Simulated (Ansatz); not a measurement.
# NaNH₂: taking an electron away

Aim: the vertical ionisation energy of NaNH₂, as cation minus neutral at the neutral's geometry, on several levels, and how well −ε(HOMO) stands in for it.

Computed with Ansatz 0.2.0, Gaussian basis. Level: unrestricted cation, the program's frozen cores in correlated methods.

Plan: UKS PBE-D4/def2-TZVPP; UKS r2SCAN-D4/def2-TZVPP; UKS PBE0-D4/def2-TZVPP; UKS B3LYP-D4/def2-TZVPP; UKS wB97X-V/def2-TZVPP; UKS wB97M-V/def2-TZVPP; UKS B2PLYP/def2-TZVPP; UHF-CCSD(T)/def2-TZVPP; UHF-CCSD(T)/def2-QZVPP; extrapolation to the limit; then −ε(HOMO) from the neutral's earlier runs with LDA (SPW92), PBE-D4, revPBE-D4, BLYP-D4, r2SCAN-D4, B97M-V, PBE0-D4, B3LYP-D4, r2SCANh-D4, r2SCAN0-D4, HSE06-D4, BHLYP-D4, CAM-B3LYP-D4, LC-ωPBE, ωB97X-V, ωB97M-V.

**1. The relaxed structure**

All runs share one geometry, relaxed beforehand with PBE0-D4 in a triple-zeta def2 set.

SMILES `[NH2][Na]`, 4 atoms, charge 0, spin multiplicity 1.

Atoms are counted from 1 here; the program's logs count them from 0.

Bond lengths: N1–Na2 2.077 Å, N1–H3 1.014 Å, N1–H4 1.014 Å. Angles: Na2–N1–H3 126.9°, Na2–N1–H4 126.9°, H3–N1–H4 104.6°.

**2. Cation, UKS PBE-D4/def2-TZVPP**

The input, in.yaml:

```yaml
crystal:
  periodic: [false, false, false]
  atoms:
    - {symbol: N, position_ang: [-0.188622, 0.052310, -0.066187]}
    - {symbol: Na, position_ang: [1.635829, -0.199817, 0.892948]}
    - {symbol: H, position_ang: [-1.024535, -0.509182, 0.056513]}
    - {symbol: H, position_ang: [-0.367172, 0.596389, -0.903574]}
basis:
  gaussian: {orbitals: def2-TZVPP}
total_charge: 1
magnetization: {spin_polarized: true, initial_magnetization: 1}
hamiltonian: {xc: pbe, dispersion: d4}
```

Launch:

```
> ansatz run in.yaml --threads 2 --pin off --events-out ev --progress --plain --max-ram 32768MiB --backend cpu
```

After this run come: Cation, UKS r2SCAN-D4/def2-TZVPP; Cation, UKS PBE0-D4/def2-TZVPP; Cation, UKS B3LYP-D4/def2-TZVPP; Cation, UKS wB97X-V/def2-TZVPP; Cation, UKS wB97M-V/def2-TZVPP; Cation, UKS B2PLYP (frozen core)/def2-TZVPP; Cation, UHF-CCSD(T)/def2-TZVPP; Cation, UHF-CCSD(T)/def2-QZVPP.

**Question.** What will the summary of the whole plan be? Wanted: ionisation energy, CCSD(T)/CBS; nearest functional by difference; nearest −ε(HOMO); −ε(HOMO) of PBE; T1 of the cation.

As calculated:

| quantity | value |
| --- | --- |
| ionisation energy, CCSD(T)/CBS | 6.53 eV |
| nearest functional by difference | B3LYP-D4 (-0.03 eV) |
| nearest −ε(HOMO) | LC-ωPBE (+0.17 eV) |
| −ε(HOMO) of PBE | 2.84 eV |
| T1 of the cation | 0.007 |

In words: Energy differences with functionals land within 0.27 eV of the reference. The PBE orbital energy is 3.7 eV too small: a semilocal HOMO is no ionisation energy. Among orbital estimates LC-ωPBE comes nearest. Hartree-Fock falls 1.85 eV short, as the neutral has more correlation energy than the cation. Correlated methods include outer-core shells of Na, which these sets cover unevenly.
